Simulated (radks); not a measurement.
# F²⁺ in [He] 2p3 3p2: an all-electron calculation

The task here is to estimate one member of a computed series from the others.

Program: radks (a radial shooting solver on a logarithmic mesh, Libxc functionals) version 1. Level of theory: scalar-relativistic Kohn-Sham, LDA (Slater exchange, Perdew-Wang correlation), spin-polarised, spherical densities, finite nucleus; open shells are filled with parallel spins first. These are calculated values, not measurements, unless marked.

## The atom as given

| Property | Result |
| --- | --- |
| element | fluorine (Z = 9) |
| charge | +2 |
| electrons | 7 |
| configuration | [He] 2p3 3p2 |
| nuclear rms radius | 2.8976 fm |

The outer shells:

F²⁺
```
[He] core
2p [↑ ][↑ ][↑ ]
3p [↑ ][↑ ][  ]
```

The first run:

The run's settings:

```text
Z 9
configuration [He] 2p3 3p2
relativity scalar-relativistic
functional lda,pw
spin polarised
nucleus finite rms 2.8976 fm
c 137.035999084
```

The run is started by

```bash
$ python run_ks.py task.json out
```

This one command runs every case of the session in turn.

One table of the session follows, with a row left open; its other results are not shown here.

It belongs to the step «Shells». Radial moments (bohr):

```
  level     <r>  outermost maximum (interpolated)  90 % within
  1s up  0.1771                             0.115        0.317
1s down  0.1760                             0.115        0.315
  2p up  0.7911                             0.603         1.30
2p down       ?                                 ?            ?
  3p up   2.571                              2.31         3.82
3p down   2.901                              2.55         4.36
```

**Question.** Estimate the row for 2p down.

As computed: <r>: 0.8302; outermost maximum (interpolated): 0.613; 90 % within: 1.38. In the column «<r>» it lies between 2p up (0.7911) and 3p up (2.571).
